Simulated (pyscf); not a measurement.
Structures and frequencies: ωB97X-D3(BJ)/def2-SVP in PySCF. MP2 and CC: frozen core, UHF for open shells. ΔMP2 is the change of the MP2 total energy from the triple- to the quadruple-zeta basis.

Estimate the classical barrier height and the reaction energy of H₂Se + F–GaH₂ -> H₂Ga–SeH + HF at CCSD(T)/def2-TZVPP + ΔMP2(QZVPP). The step runs on the singlet surface, breaks H–Se, F–Ga and forms Ga–Se, F–H; take the separated reactants as zero.

ΔE‡ = -0.17 eV, ΔE = -0.22 eV. Zero-point energy shifts the barrier by +0.04 eV. It is a four-centre exchange, with an imaginary mode of 752i cm⁻¹. On the reactant side the descent ends in an adduct with a Ga–Se contact, 0.66 eV under the separated species and 0.34 eV under the saddle at ωB97X-D3(BJ)/def2-TZVP. On the product side the descent ends in an adduct with a F–Ga contact, 0.43 eV under the separated species and 0.37 eV under the saddle at ωB97X-D3(BJ)/def2-TZVP. At CCSD(T) the saddle lies under the separated reactants, which points to a path from their complex (located at ωB97X-D3(BJ) alone). What is counted as formed (Ga–Se) is already present as a longer contact in the reactant adduct; forming that adduct is a step of its own. What is counted as broken (F–Ga) persists as a longer contact in the product adduct; parting that adduct is a step of its own. At ωB97X-D3(BJ)/def2-TZVP the barrier from the zero used here is -0.32 eV. One saddle was located; it need not be the lowest between these sides. The CCSD(T) − MP2 part came from Ansatz, without density fitting, on the same reference. The frozen core leaves the outer d or s,p core shells of the metals and heavy elements correlated in the MP2 and CC values, and def2-TZVPP describes them poorly, which can shift differences by a few kcal/mol. Elements up to Kr have no core potential and no relativistic terms here.
